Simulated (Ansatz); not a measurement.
# How far each method lies from UCCSDT(Q) for HB–NH$_{2}$, doublet

Geometry: a point of a stretch scan, not a stationary point.

```yaml
atoms:
  - { symbol: B, position_ang: [0.0000, -0.2987, 1.4370] }
  - { symbol: N, position_ang: [0.0000, 0.1552, -1.0448] }
  - { symbol: H, position_ang: [0.0000, 0.5389, 2.2897] }
  - { symbol: H, position_ang: [0.0000, 1.0835, -1.4450] }
  - { symbol: H, position_ang: [0.0000, -0.5742, -1.7388] }
```

Basis cc-pVDZ; Ansatz 0.2.0. Only valence electrons are correlated (noble-gas cores frozen), which leaves 11 electrons in 41 orbitals. R marks a restricted (for open shells ROHF) determinant, U an unrestricted one. Active spaces: pair = (3e, 3o) about the gap.

Full CI isn't at hand for all of this; UCCSDT(Q) serves as the reference, and is uncertain by about the last step of the cluster series. The frozen core follows each run's orbitals, which can shift R against U totals by a few meV.

Unrestricted rows (U) aren't spin-pure: their determinants' ⟨S²⟩ exceeds S(S+1) by up to 0.41, so they mix in states of higher spin. HF rows are the lowest solutions found. Coupled cluster chose its determinant by trial CCSD, here up to 0.26 eV above the lowest Hartree–Fock solution of its kind, and MP2 stands on that determinant too. For open shells CISD is restricted-active-space CI with the open shells as a complete middle space.

The UHF ⟨S²⟩ is 1.410. The ⟨S²⟩ of the determinant under UCCSD is 1.157, the T1 diagnostic (RCCSD) is 0.0181 and the largest doubles amplitude (RCCSD) is 0.126. The T1 diagnostic (UCCSD) is 0.0775.

```csv
level,E − E(RHF) (eV)
RMP2,-5.7928
UMP2,-5.6784
RCCSD,-7.0280
UCCSD,-7.0241
RCCSD(T),-7.1671
UCCSD(T),-7.1644
```

Question: Estimate how far UCCSDT(Q) in cc-pVDZ lies from RCCSD(T). The table doesn't fix it; the size of (T) and the diagnostics are the guide.

Answer: UCCSDT(Q) in cc-pVDZ lies 3.7 kJ/mol below RCCSD(T), which is 27 % of the (T) step (-13.4 kJ/mol). A doubles amplitude is large, and the rest is a large part of (T).

The other levels:

```csv
level,E − E(UCCSDT(Q)) (kJ/mol),share of correlation (%),wall time
CISD,75.2,89.18,4.5 s
BCCD(T),3.7,99.47,6 s
RCCSDT,1.0,99.86,–
UCCSDT,1.0,99.86,–
RCCSDT(Q),0.0,99.99,48 s
CASSCF (pair space),631.3,9.18,–
NEVPT2 (pair space),119.5,82.81,3 s
MRCISD (pair space),58.2,91.62,–
MRCISD+Q (pair space),6.6,99.06,3.3 s
```

The correlation energy at UCCSDT(Q), counted from RHF, is -7.205 eV. That run took 59 s on 1 thread of Intel Xeon Platinum 8259CL, shared host.

Run but not shown, since their state or frozen core can't be matched to the reference's or they repeat it: UHF.

Times hold each run's SCF and search for its determinant on a shared host, so for small cases they say little of a method's own cost; they ran on 1 thread of Intel Xeon Platinum 8259CL.
